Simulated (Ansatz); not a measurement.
The first iterations of a band of Cl + H4OSi (7 atoms, charge 0, multiplicity 2).

All numbers below come from UKS B3LYP/def2-mTZVP in Ansatz.

| Quantity | Value |
| --- | --- |
| movable images | 7 |
| climbing image | yes |
| spring | 5.0 eV/Å² |
| optimiser | quadratic models (default) |
| start path | through a guess of the saddle point |
| force threshold | 0.05 eV/Å |
| iteration limit | 60 |
| end points | relaxed |

Image 0:

```xyz
7
Properties=species:S:1:pos:R:3
Si 0.006 -0.037 -0.033
H -0.003 0.019 1.573
H 1.410 0.057 -0.471
O -0.788 1.265 -0.655
H -1.745 1.323 -0.544
H -0.631 -1.330 -0.376
Cl -0.100 0.023 3.282
```

Image 8:

```xyz
7
Properties=species:S:1:pos:R:3
Si -0.002 -0.026 -0.178
H 0.000 0.004 2.176
H 1.395 0.066 -0.662
O -0.799 1.283 -0.809
H -1.759 1.323 -0.712
H -0.647 -1.316 -0.554
Cl -0.039 -0.015 3.515
```

| iteration | highest image above the first end (eV) | largest band force component (eV/Å) |
| --- | --- | --- |
| 1 | 0.159 | 1.661 |
| 2 | 0.061 | 0.777 |
| 3 | 0.095 | 0.710 |

Q: Does the band converge within its limit, and where does its top end?

A: The run converged. It ended after 9 iterations with the highest image 0.039 eV above the first end. A vibrational analysis at the climbing image gives one clearly imaginary mode, 156i cm⁻¹: a first-order saddle point.

The run took 2.7 min on 2 threads of Intel(R) Xeon(R) Platinum 8259CL CPU @ 2.50GHz (Skylake/Cascade Lake), with other jobs on the host, peak memory 0.22 GiB.
